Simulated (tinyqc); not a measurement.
Pariser-Parr-Pople SCF with singles CI, for the molecule c1ccccc1 (SMILES; centres numbered as the heavy atoms are written), step by step. One step of it, computed by the program tinyqc.

Problem. Iteration 1: orbitals and new P. Diagonalise F (the basis is taken as orthonormal) and form P = 2 sum c c over the lowest orbitals.

F (eV):
```
           1C         2C         3C         4C         5C         6C
1C  -5.594991  -4.382096   0.000032   0.586242   0.000032  -4.382096
2C  -4.382096  -5.595004  -4.381846   0.000032   0.586350  -0.000064
3C   0.000032  -4.381846  -5.595004  -4.382096  -0.000064   0.586350
4C   0.586242   0.000032  -4.382096  -5.594991  -4.382096   0.000032
5C   0.000032   0.586350  -0.000064  -4.382096  -5.595004  -4.381846
6C  -4.382096  -0.000064   0.586350   0.000032  -4.381846  -5.595004
```

pi electrons, sum of z_r less the charge = 6

Give: orbital energies; P after iteration 1.

Solution.

orbital energies (eV): -13.7727  -10.5635  -10.5631  -0.6267  -0.6266  2.5827

P after iteration 1:
```
         1C       2C       3C       4C       5C       6C
1C   1.0000   0.6667   0.0000  -0.3333   0.0000   0.6667
2C   0.6667   1.0000   0.6667   0.0000  -0.3333   0.0000
3C   0.0000   0.6667   1.0000   0.6667   0.0000  -0.3333
4C  -0.3333   0.0000   0.6667   1.0000   0.6667   0.0000
5C   0.0000  -0.3333   0.0000   0.6667   1.0000   0.6667
6C   0.6667   0.0000  -0.3333   0.0000   0.6667   1.0000
```
